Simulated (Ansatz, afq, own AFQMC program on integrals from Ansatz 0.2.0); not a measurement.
AlSiH, triplet: AFQMC among the cluster methods

| atom | x (Å) | y (Å) | z (Å) |
| --- | --- | --- | --- |
| Si | 0.0000 | 0.0000 | 4.2378 |
| Al | 0.0000 | 0.0000 | -0.4968 |
| H | 0.0000 | 0.0000 | -3.7409 |

Connectivity, by distances: Si ··· Al ··· H.

Basis 6-31G. Noble-gas cores (and the filled d shells of Ga–Kr and In–Xe) are frozen. Integrals, coupled cluster, full CI and functionals: Ansatz 0.2.0; the random walks run on the same integrals in our own AFQMC program. ph-AFQMC/CISD is guided by a CISD state made of CCSD amplitudes; releasing the constraint for a short imaginary time cuts its bias at the price of noise, slowly where states lie close. Uncertainties: one standard error, sampling alone.

Determinant: ROHF, the one that the program's search chose, which needn't be the lowest solution. The geometry is a point of a scan.

Full CI on the same integrals is exact in this basis and with this determinant's frozen core.

Cautions: lower spins were not checked; a spin-contaminated unrestricted determinant lies lower (UHF 1.11 eV lower, ⟨S²⟩ 2.87); strong correlation (T1 0.062, weight of the determinant 0.75, largest double 0.26); the released energies are still falling, so no released level is given (meV from the phaseless value at times in 1/Eh: -0.3 ± 2.4 at 0.24, -4.5 ± 2.3 at 0.51, -11 ± 3 at 0.99, -17 ± 3 at 1.62, -24.2 ± 2.4 at 2.40).

The T1 diagnostic is 0.0617. The weight of the determinant in the CISD state is 0.750 and the size of the correlated space is 8 electrons in 18 orbitals.

Reference: full CI, correlation energy -2.969 eV.

| level | E − E(reference) (mEh) | share of correlation (%) |
| --- | --- | --- |
| HF | 109.10 | 0.00 |
| MP2 | 49.34 | 54.78 |
| CCSD | 2.35 | 97.85 |
| CCSD(T) | 0.60 | 99.45 |
| CCSDT | 0.15 | 99.86 |
| CCSDT(Q) | 0.07 | 99.93 |
| CCSDTQ | 0.01 | 99.99 |
| ph-AFQMC/CISD | 2.05 ± 0.09 | 98.12 |

CCSDT and higher add their correlation energy to the determinant of the CCSD(T) run, since their own runs factorise the integrals more tightly (a shift of under 2 meV). A walk keeps the symmetry of its determinant, which the program's search chose and which needn't be the lowest solution, so a lower state of the same spin and another symmetry isn't excluded.
